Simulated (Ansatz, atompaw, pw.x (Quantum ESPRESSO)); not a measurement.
**From atom to crystal: PAW (atompaw) potential for Si**

```
Element                 : silicon
Generator               : atompaw 4.2.0.5
Type                    : PAW
Functional              : LDA (PW92)
Relativity              : scalar-relativistic
Frozen core             : [Ne]
Valence charge          : 4
Reference configuration : 3s2 3p2
Partial waves           : 3s (bound): rc 2.65 bohr; 3s channel at -0.3 Ry: rc 1.90 bohr; 3p (bound): rc 2.65 bohr; 3p channel at 4.8 Ry: rc 2.65 bohr; 3d channel at 0.3 Ry: rc 2.65 bohr
Local potential         : bessel scheme, radius 1.90 bohr
Core correction         : smooth core density matched at 2.50 bohr
Augmentation charge     : sinc compensation charge, radius 2.15 bohr; PAW radius 2.65 bohr; waves and projectors: custom polynom gramschmidtortho
```

Atomic tests: cutoffs needed: 6 Ry and 8 Ry (the cutoffs (Ry, on a coarse ladder) from which the occupation-weighted sum of valence levels, in a spherical-Bessel basis at the reference potential, stays within 10 and 1 mRy of its value at 400 Ry); ghost test: no extra level below or beside the all-electron valence levels (s, p, d, f tested) (spherical-Bessel basis up to 400 Ry, 20 bohr box); lowest eigenvalue of the overlap operator: 0.11 (s channel).

Crystal test: diamond Si in pw.x 7.5, no spin, 9³ k-points, Fermi–Dirac smearing 0.01 Ry, cutoffs 40/400 Ry. The lattice is a test structure that the element need not adopt, and mesh and smearing are coarse.

pw.x input:

```
&control
  calculation='scf', prefix='x', pseudo_dir='./', outdir='./tmp', tstress=.true., disk_io='low'
/
&system
  ibrav=0, nat=2, ntyp=1, ecutwfc=40, ecutrho=400, nbnd=11,
  occupations='smearing', smearing='fd', degauss=0.01
/
&electrons
  conv_thr=1e-09, mixing_beta=0.4, electron_maxstep=70
/
ATOMIC_SPECIES
Si 1.0 Si.UPF
CELL_PARAMETERS angstrom
  0.00000000 2.70050288 2.70050288
  2.70050288 0.00000000 2.70050288
  2.70050288 2.70050288 0.00000000
ATOMIC_POSITIONS crystal
Si 0.0000 0.0000 0.0000
Si 0.2500 0.2500 0.2500
K_POINTS automatic
9 9 9 0 0 0
```

```bash
pw.x < Si.scf.in > Si.scf.out
```

Task: How does the run end?

Result: It converges; the pressure is 1.16 GPa against -0.03 GPa from all-electron LAPW. The largest radius (2.65 bohr) exceeds half the bond length (2.21 bohr), so the spheres overlap, which is one possible source of error among others. The log shows:

```
     unit-cell volume          =     265.8034 (a.u.)^3
     number of electrons       =         8.00
     number of Kohn-Sham states=           11
     kinetic-energy cutoff     =      40.0000  Ry
     charge density cutoff     =     400.0000  Ry
     scf convergence threshold =      1.0E-09
     Exchange-correlation= SLA PW NOGX NOGC
     number of k points=    35  Fermi-Dirac smearing, width (Ry)=  0.0100
     iteration #  1     ecut=    40.00 Ry     beta= 0.40
     total energy              =     -89.28764043 Ry
     estimated scf accuracy    <       0.06114778 Ry
     iteration #  2     ecut=    40.00 Ry     beta= 0.40
     total energy              =     -89.28316764 Ry
     estimated scf accuracy    <       0.01534147 Ry
     iteration #  3     ecut=    40.00 Ry     beta= 0.40
     total energy              =     -89.28447007 Ry
     estimated scf accuracy    <       0.00038361 Ry
     iteration #  4     ecut=    40.00 Ry     beta= 0.40
     total energy              =     -89.28450922 Ry
     estimated scf accuracy    <       0.00001754 Ry
     iteration #  5     ecut=    40.00 Ry     beta= 0.40
     total energy              =     -89.28451123 Ry
     estimated scf accuracy    <       0.00000013 Ry
     iteration #  6     ecut=    40.00 Ry     beta= 0.40
     total energy              =     -89.28451128 Ry
     estimated scf accuracy    <       0.00000001 Ry
     iteration #  7     ecut=    40.00 Ry     beta= 0.40
     the Fermi energy is     6.4218 ev
!    total energy              =     -89.28451129 Ry
     estimated scf accuracy    <          1.8E-11 Ry
     smearing contrib. (-TS)   =      -0.00037214 Ry
     The total energy is F=E-TS. E is the sum of the following terms:
     one-electron contribution =       5.91048493 Ry
     hartree contribution      =       1.08982321 Ry
     xc contribution           =      -4.80947102 Ry
     ewald contribution        =     -16.88912557 Ry
     one-center paw contrib.   =     -74.58585070 Ry
     convergence has been achieved in   7 iterations
          total   stress  (Ry/bohr**3)                   (kbar)     P=       11.61
```
